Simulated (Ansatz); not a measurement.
Basis-set extrapolation for CH5Al (`[CH3][AlH2]`) (PBE0-D4/def2-TZVP geometry, frozen core, the Gaussian-basis code of Ansatz). Multiplicity 1, RHF reference.

```
                     cc-pV(T+d)Z  cc-pV(Q+d)Z
                 HF  -282.708172  -282.713507
    MP2 correlation    -0.270453    -0.287622
CCSD(T) correlation    -0.312540    -0.326871
```

Energies in hartree. Use E(X) = E(∞) + A·exp(−5.46·√X) for Hartree–Fock and E(X) = E(∞) + B·X^(−3.05) for correlation, with X = 3 and 4.

Q: What is the CCSD(T) energy at the basis-set limit?

A: HF limit: -282.713507 + (-0.005335) × 0.30130 = -282.71511. Correlation limit: -0.326871 + (-0.014331) × 0.71189 = -0.33707. Total: -283.05218 hartree, 19.7 kcal/mol below CCSD(T)/cc-pV(T+d)Z.
